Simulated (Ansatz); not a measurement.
A made-up structure of C₂H₅S (charge -1), singlet:

C1  (-1.022, 0.930, -0.692)
S2  (0.554, 0.237, -0.850)
C3  (0.773, -0.784, 0.656)
H4  (-1.745, 0.573, -1.427)
H5  (1.386, 0.093, -1.916)
H6  (0.702, -0.157, 1.550)
H7  (1.764, -1.258, 0.615)
H8  (-0.002, -1.555, 0.703)
(Å)

It is relaxed with PBE-D4/def2-SVPD and then PBE0-D4/def2-TZVPD (Ansatz 0.2.0). Atoms count as bonded within 1.22 times the sum of their covalent radii (H–H: 0.88 Å). The end point is not checked to be a true minimum.

(1) Does its bonding change? (Judge from chemistry; the calculation decides.)

Answers

(1) Computed: No: no bond forms or breaks.

Where it ends: The first stage lowers the energy by 1.87 eV in 11 steps. It ends as C₂H₅S ([CH][SH][CH3]), total charge -1:
```csv
atom,x (Å),y (Å),z (Å)
C1,-0.9230,1.1678,-0.9404
S2,0.5877,0.6288,-0.7097
C3,0.7890,-0.7398,0.5774
H4,-1.6488,0.3482,-1.1012
H5,1.1477,-0.3675,-1.6460
H6,0.5243,-0.3030,1.5446
H7,1.8290,-1.0938,0.5739
H8,0.1056,-1.5594,0.3404
```

Labels in which every atom is bracketed show which atoms are joined, not bond orders.

For scale, one of the runs: PBE0-D4/def2-TZVPD relaxation, 165 basis functions, launched by `ansatz run in.yaml --threads 2 --pin off --events-out ev --progress --plain --max-ram 4352MiB`. The run took about 25 s on 2 CPU threads of an Arm Neoverse V1 (shared host).
